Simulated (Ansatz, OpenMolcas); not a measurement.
**BN (SMILES B#N): methods side by side**

BN: 2 atoms, total charge 0, spin state triplet. SMILES: `B#N`. Geometry: relaxed at PBE0-D4/def2-TZVP.

```csv
atom,x (Å),y (Å),z (Å)
B,0.0000,0.0000,-0.0235
N,0.0000,0.0000,1.2919
```

Each level gives the energy change with the B1–N2 bond stretched from 1.315 to 1.903 Å (eV). The values are calculated.

| level | kind | program | value (eV) | CPU time (all runs) |
| --- | --- | --- | --- | --- |
| UHF/6-31G | Hartree–Fock | Ansatz | 1.16 | 0.29 s |
| USVWN5/6-31G | LDA | Ansatz | 2.49 | 0.93 s |
| U-revPBE/6-31G | GGA | Ansatz | 2.04 | 2.1 s |
| UBHLYP/6-31G | global hybrid | Ansatz | 1.88 | 1.2 s |
| U-wB97M-V/6-31G | range-separated hybrid | Ansatz | 1.92 | 7.7 s |
| RPA@PBE/6-31G | RPA | Ansatz | 1.44 | 3.9 s |
| UMP2/6-31G | perturbation theory | Ansatz | 2.30 | 0.4 s |
| UCCSD(T)/6-31G | coupled cluster or CI | Ansatz | 1.72 | 0.7 s |
| FCI/STO-3G | exact in the basis | OpenMolcas | 2.24 | 3.9 s |

The first shape isn't each level's own minimum. The values span 1.16 to 2.49 eV. Spin contamination of the reference (⟨S²⟩ at least 0.1 too high) touches UHF/6-31G, UMP2/6-31G, UCCSD(T)/6-31G. The coupled-cluster rows rest on a doubtful reference here (large T1 or Brueckner and Hartree–Fock orbitals at odds), and rows may lie in different states. All rows use very small basis sets, so none should be taken for the real molecule's value. In so small a basis fixed costs decide the times, and correlated methods can beat functionals. CPU times are rough (shared hosts, several kinds of processor and program).
